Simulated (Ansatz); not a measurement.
Cost and result for the atomization energy of C2H5B, SMILES `BC=C` (8 atoms, 7 bonds).

The species carries charge 0 and has multiplicity 1. All single points use the PBE0-D4/def2-TZVP geometry. Program: Ansatz. All runs use 2 threads of a server CPU on a shared host. Times are those of one run each, without the atoms' runs, and a repeat can differ threefold. Electronic energies, without spin–orbit coupling; frozen cores. CCSD(T)/CBS adds CCSD(T) − MP2 in def2-TZVPP to the MP2 limit, and its time is that of the two runs behind it. T1 = 0.011; the RHF reference is unstable towards UHF. B3LYP takes the VWN-RPA correlation (the form of Gaussian; ORCA's B3LYP/G).

CCSD(T)/CBS is a level of theory with its own doubt, some kJ/mol a heavy atom from the limit and from the frozen cores, so smaller differences don't rank the functionals.

```
                             level  functions  wall time  atomization (kcal/mol)  difference from CCSD(T)/CBS  per bond
            LDA (SPW92)/def2-TZVPP        163     0.85 s                   830.0                         93.5      13.3
                  CCSD(T)/def2-SVP         67        1 s                   710.8                        -25.7      -3.7
                BLYP-D4/def2-TZVPP        163      1.4 s                   740.3                          3.8       0.5
              revPBE-D4/def2-TZVPP        163      1.6 s                   737.2                          0.7       0.1
                PBE0-D4/def2-TZVPP        163        2 s                   743.7                          7.2       1.0
 B3LYP-D4/def2-TZVPP (with forces)        163      2.8 s                   743.7                          7.2       1.0
               PBE-QIDH/def2-TZVPP        163      2.8 s                   737.9                          1.4       0.2
             r2SCANh-D4/def2-TZVPP        163      2.9 s                   739.3                          2.8       0.4
                 B2PLYP/def2-TZVPP        163      3.2 s                   736.1                         -0.4      -0.1
r2SCAN-D4/def2-TZVPP (with forces)        163      3.7 s                   742.3                          5.8       0.8
                CCSD(T)/def2-TZVPP        163       16 s                   721.9                        -14.6      -2.1
                    MP2/def2-QZVPP        321       17 s                   738.6                          2.1       0.3
                 CCSD(T)/CBS(def2)          –       33 s                   736.5                          0.0       0.0
```

In def2-TZVPP, CCSD(T) changes the Hartree–Fock value by +148.6 kcal/mol (the triples alone add +8.7 kcal/mol) and MP2 by +156.7 kcal/mol; breaking electron pairs costs correlation energy, which Hartree–Fock lacks. From BLYP to BHLYP (50 % exact exchange), in def2-TZVPP and without D4, the atomization energy moves by −9.5 kcal/mol: exact exchange takes away binding that semilocal exchange gives to molecules. Leaving LDA and LC-ωPBE aside and taking each functional with its dispersion term where it has one, the values, not all of them listed here, spread over 24.3 kcal/mol, from BHLYP-D4 to PBE-D4. LDA lies +79.9 kcal/mol from PBE without D4, its usual overbinding.
